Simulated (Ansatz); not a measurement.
This geometry of C4H9NS (15 atoms, charge 0, multiplicity 1) is a first-order saddle point.

These are results of RKS PBE-D4/6-31G (Ansatz 0.2.0), not measurements.

```xyz
15
Properties=species:S:1:pos:R:3
C -0.829 -1.297 1.242
C -0.078 -0.604 0.119
N 0.713 -1.454 -0.648
C -0.146 0.740 -0.136
C 0.637 1.430 -1.222
S -1.376 1.771 0.781
H -1.895 -1.030 1.232
H -0.750 -2.394 1.155
H -0.432 -0.998 2.227
H 0.832 -2.422 -0.380
H 1.230 -1.111 -1.448
H 0.099 1.459 -2.191
H 0.853 2.477 -0.948
H 1.617 0.940 -1.394
H -0.497 2.441 1.641
```

(1) Which two structures does it join? (They come from a converged band through this point; their orientation in space is the band's.)

(2) How far does it lie above each of them?

Answers

(1) No bond is made or broken. The dihedral H9–C1–C2–C4 goes from -133 to -12°. The two ends are copies of one structure, up to a mirror image or an exchange of like atoms.

First end point:

```xyz
15
Properties=species:S:1:pos:R:3
C -0.750 -1.319 1.299
C 0.011 -0.592 0.216
N 1.028 -1.355 -0.355
C -0.251 0.683 -0.212
C 0.551 1.391 -1.272
S -1.779 1.552 0.366
H -1.393 -0.628 1.859
H -1.389 -2.114 0.871
H -0.047 -1.801 2.004
H 1.292 -2.241 0.057
H 1.547 -1.032 -1.160
H 0.144 1.242 -2.292
H 0.566 2.481 -1.094
H 1.607 1.055 -1.272
H -1.158 2.627 1.014
```

Last end point:

```xyz
15
Properties=species:S:1:pos:R:3
C -0.812 -1.330 1.249
C -0.082 -0.608 0.142
N 0.660 -1.456 -0.678
C -0.131 0.742 -0.086
C 0.638 1.433 -1.182
S -1.341 1.791 0.842
H -1.653 -1.926 0.849
H -0.128 -2.028 1.768
H -1.215 -0.620 1.983
H 0.787 -2.427 -0.424
H 1.116 -1.121 -1.516
H 0.067 1.503 -2.130
H 0.899 2.466 -0.892
H 1.594 0.913 -1.395
H -0.422 2.619 1.498
```

(2) 0.050 eV above the first and 0.050 eV above the second. This is the barrier of this one path; another mechanism may lie lower. Limits of this set-up: no polarisation functions.

Run time: 3.6 min on 1 thread of Arm Neoverse V1, with other jobs on the host, peak memory 0.14 GiB.
